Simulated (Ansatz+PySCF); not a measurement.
The numbers below are computed, except where a source is named.
## Several solutions for singlet C₂H₆ in separate pieces

```xyz
8

C     0.0000    0.0000    0.0000
H     1.0903    0.0000    0.0000
H    -0.5452    0.9443    0.0000
H    -0.5452   -0.9443    0.0000
C    10.0000    0.0000    0.0000
H    11.0903    0.0000    0.0000
H     9.4548    0.9443    0.0000
H     9.4548   -0.9443    0.0000
```

Basis set: cc-pVDZ (spherical functions). Charge 0, multiplicity 1.

PBE0 (unrestricted) was run from several starts with Ansatz (development build ahead of 0.2.0) and PySCF 2.14.0.

```json
{"run": "A", "program": "PySCF", "start": "guess minao, instabilities followed", "converged": "yes", "energy (hartree)": "-79.56623", "<S²>": "1.01"}
{"run": "B", "program": "PySCF", "start": "program defaults", "converged": "no", "energy (hartree)": "–", "<S²>": "–"}
{"run": "C", "program": "Ansatz", "start": "atomic start, no search", "converged": "yes", "energy (hartree)": "-79.56624", "<S²>": "1.01"}
{"run": "D", "program": "Ansatz", "start": "stability test followed", "converged": "yes", "energy (hartree)": "-79.56624", "<S²>": "1.01"}
{"run": "E", "program": "Ansatz", "start": "search for the lowest state", "converged": "yes", "energy (hartree)": "-79.56624", "<S²>": "1.01"}
```

**Question.** Which runs reached the lowest solution of this kind, and what is wrong with the others?

**Answer.** A, C, D, E reached the lowest solution found. Not converged: B. Caution: charge can spread falsely over distant fragments. Caution: the unrestricted determinant is a mixture of spin states.
